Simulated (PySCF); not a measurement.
Isomers of C4H5N. Level of theory: PySCF, PBE0-D3(BJ)/def2-SVP geometry optimisation, gas phase. One conformer each; no zero-point energy, no entropy. No frequencies were run at this level. Point groups hold within 0.08 Å.

Problem. Order them by energy at this level, lowest first, and give relative energies in kcal/mol.
A. `[H]/N=C\C#CC`
B. `C#C[C@@H]1CN1`

Solution. A (0.0), B (19.5).

As drawn, the lower has a C=N bond, which the higher lacks; the higher has a three-membered ring, which the lower lacks.

```csv
SMILES,E (Eh),E rel (kcal/mol),dipole (D),point group,"A, B, C (MHz)"
[H]/N=C\C#CC,-209.69727,0.0,3.36,near Cs,"36867, 2137, 2046"
C#C[C@@H]1CN1,-209.66614,19.5,1.33,C1,"17269, 3399, 3260"
```

Problem. How do the relative energies change in single points at PBE0/pcSseg-1 (no added dispersion term) on the same geometries?

Solution. 
```json
{"SMILES": "[H]/N=C\\C#CC", "PBE0-D3(BJ)/def2-SVP (kcal/mol)": "0.0", "PBE0/pcSseg-1 (kcal/mol)": "0.0", "shift": "0.0"}
{"SMILES": "C#C[C@@H]1CN1", "PBE0-D3(BJ)/def2-SVP (kcal/mol)": "19.5", "PBE0/pcSseg-1 (kcal/mol)": "20.2", "shift": "+0.7"}
```

Each column counts from its own lowest isomer. The order is unchanged; the largest shift is 0.7 kcal/mol.
